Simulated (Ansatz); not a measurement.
A calculation with Ansatz (development build ahead of 0.2.0).

```yaml
crystal:
  periodic: [false, false, false]
  atoms:
    - { symbol: O, position_ang: [0.0, 0.0, 0.0] }
    - { symbol: O, position_ang: [0.0, 0.0, 1.344] }
basis:
  gaussian: { orbitals: "6-31G" }
total_charge: 1
magnetization:
  spin_polarized: true
  initial_magnetization: 1
hamiltonian:
  xc: hf
output:
  forces: true
```

The input is written out in the form of the current development build from the run's settings.

The run gave:

```yaml
Converged: yes
Total_energy: -149.06779 hartree
Spin_squared_of_the_determinant: 1.697
Stability_test: minimum
```

Forces (eV/Å):
| atom | Fx | Fy | Fz |
| --- | --- | --- | --- |
| O1 | 0.000 | 0.000 | -0.592 |
| O2 | 0.000 | 0.000 | 0.592 |

Caution: the unrestricted determinant is a mixture of spin states.
